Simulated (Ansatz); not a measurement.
## Molecular dynamics of CH8Si2

Input file:

```yaml
crystal:
  periodic: [false, false, false]
  atoms:
    - { symbol: Si, position_ang: [-0.172093, 0.112959, 0.054284] }
    - { symbol: C, position_ang: [0.194975, -0.027149, 1.902221] }
    - { symbol: H, position_ang: [-0.71887, -0.240907, 2.469121] }
    - { symbol: H, position_ang: [0.911661, -0.832996, 2.100285] }
    - { symbol: H, position_ang: [0.621218, 0.907287, 2.286296] }
    - { symbol: H, position_ang: [1.081374, 0.430034, -0.694776] }
    - { symbol: H, position_ang: [-1.127205, 1.234708, -0.195349] }
    - { symbol: Si, position_ang: [-1.08691, -1.866188, -0.795923] }
    - { symbol: H, position_ang: [-2.361187, -2.205026, -0.095016] }
    - { symbol: H, position_ang: [-1.379325, -1.751967, -2.254567] }
    - { symbol: H, position_ang: [-0.146139, -3.009255, -0.601777] }
basis:
  gaussian: { orbitals: "6-31G*" }
hamiltonian:
  xc: r2scan
  dispersion: d4
md:
  timestep: 0.25
  n_steps: 150
  ensemble: nve
  temperature: 700.0
  initial_velocities: maxwell_boltzmann
  seed: 776927
```

Command:

```bash
$ ansatz run input.yaml --threads 1 --pin off --max-ram 2048MiB --backend cpu --events-out ev --progress --plain --runs-dir out
```

It starts from a relaxed structure.

Output, in part (one step line in 3, the closing report, with atoms numbered from 0):

```
md step     0: t =     0.00 fs  T =   700.0 K  F+E_penalty+E_count = -16919.39532603 eV  E_kin = 0.814338 eV  conserved = -16918.58098803 eV  (24 SCF iters)
md step     3: t =     0.75 fs  T =   670.7 K  F+E_penalty+E_count = -16919.36114191 eV  E_kin = 0.780270 eV  conserved = -16918.58087180 eV  (28 SCF iters)
md step     6: t =     1.50 fs  T =   595.2 K  F+E_penalty+E_count = -16919.27310123 eV  E_kin = 0.692467 eV  conserved = -16918.58063402 eV  (28 SCF iters)
md step     9: t =     2.25 fs  T =   501.2 K  F+E_penalty+E_count = -16919.16344421 eV  E_kin = 0.583050 eV  conserved = -16918.58039413 eV  (28 SCF iters)
md step    12: t =     3.00 fs  T =   417.1 K  F+E_penalty+E_count = -16919.06541543 eV  E_kin = 0.485176 eV  conserved = -16918.58023941 eV  (28 SCF iters)
md step    15: t =     3.75 fs  T =   361.5 K  F+E_penalty+E_count = -16919.00071572 eV  E_kin = 0.420505 eV  conserved = -16918.58021114 eV  (28 SCF iters)
md step    18: t =     4.50 fs  T =   338.0 K  F+E_penalty+E_count = -16918.97353655 eV  E_kin = 0.393238 eV  conserved = -16918.58029833 eV  (28 SCF iters)
md step    21: t =     5.25 fs  T =   336.7 K  F+E_penalty+E_count = -16918.97217127 eV  E_kin = 0.391733 eV  conserved = -16918.58043866 eV  (28 SCF iters)
md step    24: t =     6.00 fs  T =   341.5 K  F+E_penalty+E_count = -16918.97781263 eV  E_kin = 0.397273 eV  conserved = -16918.58054008 eV  (28 SCF iters)
md step    27: t =     6.75 fs  T =   340.8 K  F+E_penalty+E_count = -16918.97703458 eV  E_kin = 0.396495 eV  conserved = -16918.58053937 eV  (28 SCF iters)
md step    30: t =     7.50 fs  T =   334.8 K  F+E_penalty+E_count = -16918.96997254 eV  E_kin = 0.389503 eV  conserved = -16918.58046974 eV  (28 SCF iters)
md step    33: t =     8.25 fs  T =   330.9 K  F+E_penalty+E_count = -16918.96545649 eV  E_kin = 0.385000 eV  conserved = -16918.58045640 eV  (28 SCF iters)
md step    36: t =     9.00 fs  T =   330.5 K  F+E_penalty+E_count = -16918.96509068 eV  E_kin = 0.384516 eV  conserved = -16918.58057446 eV  (27 SCF iters)
md step    39: t =     9.75 fs  T =   321.1 K  F+E_penalty+E_count = -16918.95422663 eV  E_kin = 0.373497 eV  conserved = -16918.58073012 eV  (27 SCF iters)
md step    42: t =    10.50 fs  T =   286.5 K  F+E_penalty+E_count = -16918.91406615 eV  E_kin = 0.333318 eV  conserved = -16918.58074786 eV  (27 SCF iters)
md step    45: t =    11.25 fs  T =   226.5 K  F+E_penalty+E_count = -16918.84406488 eV  E_kin = 0.263508 eV  conserved = -16918.58055690 eV  (28 SCF iters)
md step    48: t =    12.00 fs  T =   163.7 K  F+E_penalty+E_count = -16918.77073973 eV  E_kin = 0.190467 eV  conserved = -16918.58027255 eV  (28 SCF iters)
md step    51: t =    12.75 fs  T =   130.9 K  F+E_penalty+E_count = -16918.73235768 eV  E_kin = 0.152253 eV  conserved = -16918.58010471 eV  (23 SCF iters)
md step    54: t =    13.50 fs  T =   147.2 K  F+E_penalty+E_count = -16918.75147570 eV  E_kin = 0.171300 eV  conserved = -16918.58017543 eV  (21 SCF iters)
md step    57: t =    14.25 fs  T =   204.9 K  F+E_penalty+E_count = -16918.81876073 eV  E_kin = 0.238340 eV  conserved = -16918.58042064 eV  (28 SCF iters)
md step    60: t =    15.00 fs  T =   275.0 K  F+E_penalty+E_count = -16918.90063886 eV  E_kin = 0.319958 eV  conserved = -16918.58068090 eV  (27 SCF iters)
md step    63: t =    15.75 fs  T =   326.2 K  F+E_penalty+E_count = -16918.96031735 eV  E_kin = 0.379483 eV  conserved = -16918.58083395 eV  (27 SCF iters)
md step    66: t =    16.50 fs  T =   339.0 K  F+E_penalty+E_count = -16918.97520156 eV  E_kin = 0.394370 eV  conserved = -16918.58083107 eV  (28 SCF iters)
md step    69: t =    17.25 fs  T =   313.1 K  F+E_penalty+E_count = -16918.94491418 eV  E_kin = 0.364244 eV  conserved = -16918.58066987 eV  (27 SCF iters)
md step    72: t =    18.00 fs  T =   267.4 K  F+E_penalty+E_count = -16918.89147991 eV  E_kin = 0.311068 eV  conserved = -16918.58041191 eV  (28 SCF iters)
md step    75: t =    18.75 fs  T =   231.9 K  F+E_penalty+E_count = -16918.84996742 eV  E_kin = 0.269766 eV  conserved = -16918.58020168 eV  (21 SCF iters)
md step    78: t =    19.50 fs  T =   230.8 K  F+E_penalty+E_count = -16918.84870340 eV  E_kin = 0.268525 eV  conserved = -16918.58017842 eV  (20 SCF iters)
md step    81: t =    20.25 fs  T =   267.1 K  F+E_penalty+E_count = -16918.89107508 eV  E_kin = 0.310741 eV  conserved = -16918.58033402 eV  (28 SCF iters)
md step    84: t =    21.00 fs  T =   323.2 K  F+E_penalty+E_count = -16918.95646805 eV  E_kin = 0.375948 eV  conserved = -16918.58051998 eV  (28 SCF iters)
md step    87: t =    21.75 fs  T =   377.0 K  F+E_penalty+E_count = -16919.01917432 eV  E_kin = 0.438562 eV  conserved = -16918.58061202 eV  (28 SCF iters)
md step    90: t =    22.50 fs  T =   416.6 K  F+E_penalty+E_count = -16919.06527763 eV  E_kin = 0.484676 eV  conserved = -16918.58060166 eV  (28 SCF iters)
md step    93: t =    23.25 fs  T =   442.1 K  F+E_penalty+E_count = -16919.09481228 eV  E_kin = 0.514258 eV  conserved = -16918.58055441 eV  (28 SCF iters)
md step    96: t =    24.00 fs  T =   458.3 K  F+E_penalty+E_count = -16919.11369798 eV  E_kin = 0.533165 eV  conserved = -16918.58053275 eV  (26 SCF iters)
md step    99: t =    24.75 fs  T =   468.2 K  F+E_penalty+E_count = -16919.12520290 eV  E_kin = 0.544643 eV  conserved = -16918.58056026 eV  (27 SCF iters)
md step   102: t =    25.50 fs  T =   469.2 K  F+E_penalty+E_count = -16919.12640937 eV  E_kin = 0.545794 eV  conserved = -16918.58061523 eV  (28 SCF iters)
md step   105: t =    26.25 fs  T =   455.8 K  F+E_penalty+E_count = -16919.11085418 eV  E_kin = 0.530210 eV  conserved = -16918.58064444 eV  (27 SCF iters)
md step   108: t =    27.00 fs  T =   425.6 K  F+E_penalty+E_count = -16919.07573286 eV  E_kin = 0.495140 eV  conserved = -16918.58059299 eV  (27 SCF iters)
md step   111: t =    27.75 fs  T =   385.4 K  F+E_penalty+E_count = -16919.02880127 eV  E_kin = 0.448339 eV  conserved = -16918.58046215 eV  (28 SCF iters)
md step   114: t =    28.50 fs  T =   350.5 K  F+E_penalty+E_count = -16918.98804264 eV  E_kin = 0.407714 eV  conserved = -16918.58032906 eV  (27 SCF iters)
md step   117: t =    29.25 fs  T =   336.3 K  F+E_penalty+E_count = -16918.97155732 eV  E_kin = 0.391262 eV  conserved = -16918.58029486 eV  (27 SCF iters)
md step   120: t =    30.00 fs  T =   347.0 K  F+E_penalty+E_count = -16918.98412156 eV  E_kin = 0.403719 eV  conserved = -16918.58040302 eV  (28 SCF iters)
md step   123: t =    30.75 fs  T =   370.1 K  F+E_penalty+E_count = -16919.01113759 eV  E_kin = 0.430543 eV  conserved = -16918.58059465 eV  (27 SCF iters)
md step   126: t =    31.50 fs  T =   383.0 K  F+E_penalty+E_count = -16919.02634428 eV  E_kin = 0.445607 eV  conserved = -16918.58073746 eV  (27 SCF iters)
md step   129: t =    32.25 fs  T =   368.4 K  F+E_penalty+E_count = -16919.00925729 eV  E_kin = 0.428522 eV  conserved = -16918.58073566 eV  (27 SCF iters)
md step   132: t =    33.00 fs  T =   324.7 K  F+E_penalty+E_count = -16918.95839270 eV  E_kin = 0.377790 eV  conserved = -16918.58060255 eV  (28 SCF iters)
md step   135: t =    33.75 fs  T =   266.5 K  F+E_penalty+E_count = -16918.89040559 eV  E_kin = 0.309981 eV  conserved = -16918.58042440 eV  (27 SCF iters)
md step   138: t =    34.50 fs  T =   213.8 K  F+E_penalty+E_count = -16918.82902785 eV  E_kin = 0.248744 eV  conserved = -16918.58028429 eV  (28 SCF iters)
md step   141: t =    35.25 fs  T =   183.5 K  F+E_penalty+E_count = -16918.79364635 eV  E_kin = 0.213424 eV  conserved = -16918.58022281 eV  (22 SCF iters)
md step   144: t =    36.00 fs  T =   182.9 K  F+E_penalty+E_count = -16918.79298635 eV  E_kin = 0.212740 eV  conserved = -16918.58024640 eV  (22 SCF iters)
md step   147: t =    36.75 fs  T =   209.2 K  F+E_penalty+E_count = -16918.82369517 eV  E_kin = 0.243353 eV  conserved = -16918.58034265 eV  (29 SCF iters)
md step   150: t =    37.50 fs  T =   250.8 K  F+E_penalty+E_count = -16918.87225604 eV  E_kin = 0.291778 eV  conserved = -16918.58047837 eV  (27 SCF iters)
Total energy: -16918.87226670 eV, -621.7570877777 hartree
Atom 0 at    -0.152813     0.107776     0.029894 Å, force     0.440288     1.218890     0.533457 eV/Å
Atom 1 at     0.159689    -0.043410     1.888003 Å, force     0.441901     0.537947     0.918344 eV/Å
Atom 2 at    -0.700923     0.032284     2.598445 Å, force     0.376339    -0.558112    -0.675576 eV/Å
Atom 3 at     0.798796    -0.939284     2.087891 Å, force    -0.572119     0.489384     0.117172 eV/Å
Atom 4 at     0.780300     0.844966     2.157049 Å, force    -0.156288    -0.497796    -0.132911 eV/Å
Atom 5 at     1.191896     0.911715    -0.354939 Å, force    -1.352795    -1.187923    -0.329070 eV/Å
Atom 6 at    -1.314368     1.031189    -0.229618 Å, force     0.269128     0.166286     0.045055 eV/Å
Atom 7 at    -1.091746    -1.870898    -0.775760 Å, force     0.581835    -0.128077    -0.643242 eV/Å
Atom 8 at    -2.345761    -2.245937    -0.033688 Å, force     0.273244     0.200471    -0.034307 eV/Å
Atom 9 at    -1.416997    -1.649033    -2.226201 Å, force    -0.086279    -0.167285     0.186853 eV/Å
Atom 10 at    -0.093392    -2.984604    -0.697530 Å, force    -0.215254    -0.073785     0.014223 eV/Å
Dipole moment:     0.030358    -0.041489     0.132053 e Å
```

All steps were run. The conserved energy stayed within 0.081 meV per atom of its start (net change 0.046 meV per atom), so the integration is sound. A run of 0.037 ps of so small a system gives no equilibrium averages.

The same pairs are bonded in the first frame and the last. Pairs count as bonded within 1.25 times the sum of covalent radii (0.12 Å more for H–H).

Last frame:

```xyz
11
Properties=species:S:1:pos:R:3
Si -0.153 0.108 0.030
C 0.160 -0.043 1.888
H -0.701 0.032 2.598
H 0.799 -0.939 2.088
H 0.780 0.845 2.157
H 1.192 0.912 -0.355
H -1.314 1.031 -0.230
Si -1.092 -1.871 -0.776
H -2.346 -2.246 -0.034
H -1.417 -1.649 -2.226
H -0.093 -2.985 -0.698
```

Run time: 7 min on 1 thread of Intel(R) Xeon(R) Platinum 8488C (Sapphire Rapids) (shared host), peak memory 0.14 GiB.
